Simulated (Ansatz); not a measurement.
# 1T (CdI2-type) SnSe2

The numbers are results of PBE-D3(BJ) (Ansatz, a first-principles code, plane waves, PAW), not measurements.

Run with plane-wave cutoff 520 eV, 12×12×6 k mesh (along the axes of the cell as run), scalar-relativistic PAW data made under PBE.

Cell: relaxed at this level.

For 1T (CdI2-type) SnSe2, the elastic constant C11 comes out as 103 GPa and the elastic constant C12 is 28.2 GPa. The elastic constant C13 is 17.7 GPa. The elastic constant C33 is 31.2 GPa. The elastic constant C44 is 10.7 GPa and the elastic constant C66 is 37.3 GPa. The voigt–Reuss–Hill bulk modulus is 34.4 GPa. The polycrystal shear modulus (Hill average) comes out as 19.6 GPa, the Young modulus comes out as 49.5 GPa and the Poisson ratio comes out as 0.260.

Note: the dispersion coefficients are held fixed in the derivatives.

Elastic constants are with the ions relaxed.

Spin–orbit coupling is not included.

The computed numbers hold no vibrational or temperature effects.
